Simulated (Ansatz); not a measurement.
System: Si$_{2}$H$_{6}$, charge -1, doublet. Si2H6- (parent SMILES [SiH3][SiH3], doublet).
B3LYP-D3(BJ)/def2-TZVP minimum from Ansatz (an electronic-structure program):
```
Si
H 1 1.5084
H 1 1.5084 2 102.75
H 1 1.5562 2 99.10 3 -101.56
Si 1 2.5542 2 102.03 4 -152.97
H 5 1.5084 1 102.03 2 180.00
H 5 1.5084 6 102.75 1 105.47
H 5 1.5562 6 99.10 7 101.56
```
Charge -1, spin multiplicity 2.

Total energies in aug-cc-pV(D+d)Z, 15 correlated electrons, 10 frozen orbitals. Radicals and triplets start from unrestricted determinants; spin-orbit coupling is neglected. Cores are frozen in correlated methods. No relativity. The UHF reference of H6Si2- (parent SMILES [SiH3][SiH3], doublet) is spin-contaminated (<S^2> up to 0.04 over the pure value in the sets run). The spin of H6Si2- (parent SMILES [SiH3][SiH3], doublet) was assumed, and the state is the lowest solution found for it.

```json
[
 {"method": "HF", "program": "Ansatz", "energy (Eh)": "-581.29877", "minus CCSDT(Q) (mEh)": "312.99"},
 {"method": "MP2", "program": "Ansatz", "energy (Eh)": "-581.54321", "minus CCSDT(Q) (mEh)": "68.55"},
 {"method": "CCSD", "program": "Ansatz", "energy (Eh)": "-581.60003", "minus CCSDT(Q) (mEh)": "11.73"},
 {"method": "CCSD(T)", "program": "Ansatz", "energy (Eh)": "-581.60951", "minus CCSDT(Q) (mEh)": "2.25"},
 {"method": "CCSDT(Q)", "program": "Ansatz", "energy (Eh)": "-581.61176", "minus CCSDT(Q) (mEh)": "0.00"}
]
```

Rough core times of Ansatz's runs on a shared machine: CCSD(T) 80 s, CCSDT(Q) 60 min.
